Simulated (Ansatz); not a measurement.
A run of Ansatz (development build ahead of 0.2.0) on singlet CH2O at this shape:

```csv
atom,x (Å),y (Å),z (Å)
C,-0.0179,0.0098,0.0026
O,0.0101,0.0382,1.2119
H,0.0002,0.9254,-0.5810
H,0.0076,-0.9734,-0.5949
```

Its results:

| Quantity | Value |
| --- | --- |
| Converged | yes |
| Reference energy | -113.87391 hartree |
| Correlation energy | -0.31783 hartree |
| Total energy | -114.19174 hartree |
| Spin squared of the determinant | 0.000 |

**Question.** Which input gives this output? Name the method, the orbitals and the basis set, and write the input.

**Answer.** RHF-MP2 in cc-pVDZ. An unrestricted run that stays on the closed shell gives the same numbers.

```yaml
crystal:
  periodic: [false, false, false]
  atoms:
    - { symbol: C, position_ang: [-0.01792, 0.00977, 0.00256] }
    - { symbol: O, position_ang: [0.01007, 0.03823, 1.21191] }
    - { symbol: H, position_ang: [0.00023, 0.92543, -0.58101] }
    - { symbol: H, position_ang: [0.00762, -0.97344, -0.59495] }
basis:
  gaussian: { orbitals: cc-pVDZ }
hamiltonian:
  xc: hf
correlation:
  method: mp2
  frozen_orbitals: { C: 1, H: 0, O: 1 }
```
